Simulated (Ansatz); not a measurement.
System: In2O3 (Ia-3, No. 206). Method: r²SCAN in Ansatz (PAW).

Numerical settings: plane-wave cutoff 560 eV, 6×6×6 k mesh, Fermi–Dirac smearing 0.01 eV, scalar-relativistic PAW data made under PBE.

Computed at the level's own relaxed cell.

### Question
What does this level give for the band gap and lattice parameter a?

### Answer

- band gap: 1.66 eV
- lattice parameter a: 10.158 Å

Measured, for comparison: band gap 2.93 ± 0.1 eV (room temperature, not corrected to a static lattice; as tabulated in King et al. (2009), doi:10.1103/physrevb.79.205211).

Note: this cell isn't known to be the ambient phase, and symmetry holds it in the calculation.

Spin–orbit coupling is not included.

Computed values are for the static lattice.

Ansatz is a first-principles code.
